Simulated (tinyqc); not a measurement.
Worked calculation: Pariser-Parr-Pople SCF with singles CI, for the molecule C=CC=C[CH2+] (SMILES; centres numbered as the heavy atoms are written). One step of it, computed by the program tinyqc.

Problem. Iteration 1: orbitals and new P. Diagonalise F (the basis is taken as orthonormal) and form P = 2 sum c c over the lowest orbitals.

F (eV), lower triangle:
```
           1C         2C         3C         4C         5C
1C  -8.389511
2C  -4.548912  -8.958384
3C  -0.656675  -3.970954  -8.913365
4C   0.308406   0.000000  -3.970954  -8.958384
5C   0.394747   0.308406  -0.656675  -4.548912  -8.389511
```

pi electrons, sum of z_r less the charge = 4

Give: orbital energies; P after iteration 1.

Solution.

orbital energies (eV): -16.259  -13.729  -7.436  -4.013  -2.171

P after iteration 1, lower triangle:
```
        1C      2C     3C     4C     5C
1C   0.669
2C   0.792   0.990
3C   0.348   0.573  0.682
4C  -0.207  -0.027  0.573  0.990
5C  -0.313  -0.207  0.348  0.792  0.669
```
